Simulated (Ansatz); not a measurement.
Predict the output of the script below (the Python package of Ansatz (0.2.0)).

Script `composite.py`:
```python
"""A composite energy for AlH(+): DFT geometry, MP2 basis limit, coupled-cluster correction."""

from dataclasses import dataclass

import ansatz as az
import numpy as np


@dataclass
class Settings:
    basis_set: str = "def2-SVP"
    xc: str = "b3lyp"
    dispersion: str = "d4"
    net_charge: int = 1


cfg = Settings()


def main() -> None:
    geometry_ang = [
        ("Al", (0.0, 0.0, 0.0)),
        ("H", (0.0, 0.0, 1.615)),
    ]
    geometry = az.Crystal.molecule()
    for symbol, xyz in geometry_ang:
        geometry = geometry.atom(symbol, xyz)

    calculation = (
        geometry.calculation()
        .basis(gaussian=cfg.basis_set)
        .functional(cfg.xc, dispersion=cfg.dispersion)
        .charge(cfg.net_charge)
        .spin("collinear", total=1)
    )
    symbols = [site.symbol for site in geometry.cartesian_sites]
    start = np.array([site.position_ang for site in geometry.cartesian_sites], dtype=float)
    summary = calculation.relax(force_tolerance=0.01).run(threads=1).report
    end = np.array(summary["positions_ang"])
    print("final positions (A) and the move of each atom")
    for symbol, xyz, old in zip(symbols, end, start):
        print(f"{symbol:2s} {xyz[0]:10.5f} {xyz[1]:10.5f} {xyz[2]:10.5f}   {np.linalg.norm(xyz - old):7.4f}")

    minimum = az.Crystal.molecule()
    for symbol, place in zip(symbols, end):
        minimum = minimum.atom(symbol, place.tolist())
    at_minimum = minimum.calculation().charge(cfg.net_charge).spin("collinear", total=1)
    # MP2 extrapolated to the basis limit, plus the small-basis difference CCSD(T) - MP2
    level = lambda method, basis: at_minimum.basis(gaussian=basis).correlation(method).run(threads=1).report
    small, large, cluster = level("mp2", "cc-pVDZ"), level("mp2", "cc-pVTZ"), level("ccsd_t", "cc-pVDZ")
    corr = lambda each: (each["free_energy_ev"] - each["reference_energy_ev"]) / 27.211386246
    mp2_limit = (27 * corr(large) - 8 * corr(small)) / 19
    pieces = {"HF / cc-pVTZ": large["reference_energy_ev"] / 27.211386246, "MP2 correlation, DZ-TZ limit": mp2_limit, "CCSD(T) - MP2 / cc-pVDZ": corr(cluster) - corr(small)}
    for name, value in pieces.items():
        print(f"{name:32s} {value:14.6f} Ha")
    print(f"{'sum':32s} {sum(pieces.values()):14.6f} Ha")
    print("T1 diagnostic", round(cluster["correlation"]["coupled_cluster"]["t1_diagnostic"], 4))


if __name__ == "__main__":
    main()
```

```console
$ python composite.py
final positions (A) and the move of each atom
Al   -0.00000   -0.00000   -0.00687    0.0069
H     0.00000    0.00000    1.62187    0.0069
HF / cc-pVTZ                        -242.195875 Ha
MP2 correlation, DZ-TZ limit          -0.035423 Ha
CCSD(T) - MP2 / cc-pVDZ               -0.013764 Ha
sum                                 -242.245062 Ha
T1 diagnostic 0.0232
```

Total energies depend on the basis set; only differences at equal settings carry meaning. The sum leaves out core correlation, relativity, the Hartree-Fock basis error and zero-point energy; a DZ-TZ extrapolation is rough. The species is open-shell (spin multiplicity 2). b3lyp holds the VWN-RPA fit, as in Gaussian; the form of ORCA and Turbomole is b3lyp5. Inner cores stay frozen, so this is valence correlation. For Al to Cl the sets with a tight d function, cc-pV(X+d)Z, are usual. An extrapolation from small basis sets is rough. Timing: 2 s on 1 thread of Arm Neoverse V2, on a shared host, peak memory 0.16 GiB.
